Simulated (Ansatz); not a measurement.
Cubic perovskite CsSnBr₃ was calculated with BLYP (plane waves, PAW; Ansatz, a first-principles code).

Settings: plane-wave cutoff 520 eV, 6×6×6 k mesh, Fermi–Dirac smearing 0.01 eV, scalar-relativistic PAW data made under PBE.

Pressure at four volumes; x = ln(V/44.013 Å³). One pressure is withheld.

```
V (Å³/atom)        x  P (GPa)
-----------  -------  -------
41.372       -0.0619        ?
42.252       -0.0408    0.734
44.013        0.0000    0.000
46.654        0.0583   -0.832
```

Task: Pass a parabola P(x) through the three rows shown, estimate the bulk modulus and its pressure derivative near zero pressure, and predict the withheld pressure.

Result: Slopes between the rows: (0.000 − (0.734))/(0.0000 − (-0.0408)) = -17.99 and (-0.832 − (0.000))/(0.0583 − (0.0000)) = -14.27 GPa. Their difference over the span 0.0991 is c = 3.72/0.0991 = 37.5 GPa, so P(x) = 0.734 + (-17.99)(x − (-0.0408)) + 37.5 (x − (-0.0408))(x − (0.0000)). At the middle row B = −dP/dx = −[-17.99 + 37.5 × 0.0408] = 16.5 GPa, and B′ = dB/dP = 2c/B = 4.5. At x = -0.0619 the parabola gives 1.163 GPa; the run gives 1.169 GPa. The Birch–Murnaghan fit to the energies at all volumes has B0 = 16.4 GPa and B′ = 4.7.

Note: the relaxation could not lower the start's symmetry, so the cell can be a saddle point above a distorted one.

Spin–orbit coupling is not included.
